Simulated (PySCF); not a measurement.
Computed with PBE-D3(BJ)/def2-TZVP // r2SCAN-D4/def2-TZVP (PySCF). Isolated molecules, 0 K electronic values unless said otherwise. 

Reference species (SMILES): `[SiH3]C` (neutral, multiplicity 1).

- dipole moment: 0.86 D

Changed species: `F[SiH3]` (X = fluoro, parent; the reference has X = methyl, parent).

### Question
Give the shifts of the dipole moment.

### Answer
the dipole moment goes up by 0.31 D, to 1.17 D.
